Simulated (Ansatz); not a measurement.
What does this script print? It uses the Ansatz DFT code, driven from Python.

`states_ch4alo.py`
```python
# -*- coding: utf-8 -*-
'''Restricted and unrestricted solutions of CH4AlO, stretched and not.'''

import ansatz as az
import numpy as np

GEOMETRY = '''
C    -0.55850    0.62600    0.01860
O    -0.66550   -0.72900   -0.12130
Al    0.97750   -1.37280   -0.60850
H    -0.26190    1.16470   -0.96240
H     0.10000    0.96840    0.79480
H    -1.61460    1.05430    0.28930
H     2.08420   -1.77960    0.54380
'''

mol = az.Crystal.molecule()
for line in GEOMETRY.strip().splitlines():
    symbol, *xyz = line.split()
    mol = mol.atom(symbol, [float(v) for v in xyz])
symbols = [site.symbol for site in mol.cartesian_sites]

start = np.array([site.position_ang for site in mol.cartesian_sites])
for factor in [1.0, 1.3]:
    xyz = (start - start.mean(axis=0)) * factor
    scaled = az.Crystal.molecule()
    for symbol, place in zip(symbols, xyz):
        scaled = scaled.atom(symbol, place.tolist())
    model = (
        scaled.calculation()
        .basis(gaussian='def2-SVP')
        .functional('PBE')
        .spin('collinear', total=1)
    )
    for search in ('off', 'standard'):
        try:
            data = model.scf(lower_state_search=search).run(threads=1, backend='cpu').report
        except az.AnsatzError as error:
            print(f'x{factor} search {search}: {type(error).__name__}')
            continue
        state = data['mean_field']['state']
        print(f'all distances x{factor}, search {search:8s} E = {data["free_energy_ev"]:.5f} eV  <S^2> = {abs(state["spin_squared"]):.3f}  other states met: {len(data["mean_field"]["others"])}')
```

Output of `python states_ch4alo.py`:
```text
all distances x1.0, search off      E = -9733.06114 eV  <S^2> = 0.752  other states met: 0
all distances x1.0, search standard E = -9733.06114 eV  <S^2> = 0.752  other states met: 0
all distances x1.3, search off      E = -9726.47229 eV  <S^2> = 0.763  other states met: 0
all distances x1.3, search standard E = -9726.47229 eV  <S^2> = 0.763  other states met: 2
```

What to keep in mind:
- Total energies depend on the basis set; only differences at equal settings carry meaning.
- The count of other states can hold repeated and symmetry-equivalent ends of the search; scaling all distances is a test, and for more than two atoms no physical path.
- The geometry comes from a force field and isn't relaxed at this level.
- The run takes the species as open-shell (spin multiplicity 2), which needn't be its ground state.
- Finished in 7 s on 1 thread of Arm Neoverse V2, on a shared host, peak memory 0.19 GiB.
